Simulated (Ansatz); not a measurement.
Barrier height from H + F2 to the transition structure F2H, without zero-point energy, on the benchmark's geometries as Psi4's copy of the set gives them.
Transition structure (charge 0, multiplicity 2, Z-matrix in Å and degrees):
```
F
F 1 1.4804
H 1 1.6151 2 180.00
```
Reactant (charge 0, multiplicity 1):
```xyz
2

F      0.0000     0.0000     0.0000
F      1.3952     0.0000     0.0000
```

Open shells are unrestricted; no spin–orbit coupling.

Frozen-core correlation. CBS(a, b) extrapolates the correlation energy as X⁻³ and adds the Hartree–Fock energy of set b.

Programs: Ansatz (a program for electronic structure). 

PBE/def2-TZVPPD gives -9.55 kcal/mol for the barrier height.

**Question.** How do the other levels lie against it? Give each less PBE: r2SCAN/def2-TZVPPD, B3LYP/def2-TZVPPD, wB97M-V/def2-TZVPPD, B2PLYP/def2-TZVPPD, MP2/CBS(aug-cc-pVTZ, aug-cc-pVQZ), MP2/CBS(aug-cc-pVTZ, aug-cc-pVQZ) + ΔCCSD(T)/aug-cc-pVTZ.

**Answer.** r2SCAN/def2-TZVPPD 0.04; B3LYP/def2-TZVPPD 2.40; wB97M-V/def2-TZVPPD 8.97; B2PLYP/def2-TZVPPD 10.92; MP2/CBS(aug-cc-pVTZ, aug-cc-pVQZ) 39.02; MP2/CBS(aug-cc-pVTZ, aug-cc-pVQZ) + ΔCCSD(T)/aug-cc-pVTZ 12.22 kcal/mol. 6 of 6 lie above PBE; the widest gap is to MP2/CBS(aug-cc-pVTZ, aug-cc-pVQZ).

Doubts at one or more of the structures used: a spin-contaminated determinant (B2PLYP/def2-TZVPPD, MP2/CBS(aug-cc-pVTZ, aug-cc-pVQZ), MP2/CBS(aug-cc-pVTZ, aug-cc-pVQZ) + ΔCCSD(T)/aug-cc-pVTZ); T1 above 0.05 (MP2/CBS(aug-cc-pVTZ, aug-cc-pVQZ) + ΔCCSD(T)/aug-cc-pVTZ).

The set's own value is 2.27 kcal/mol (Zhao et al., NHTBH38), an estimate for the real system.
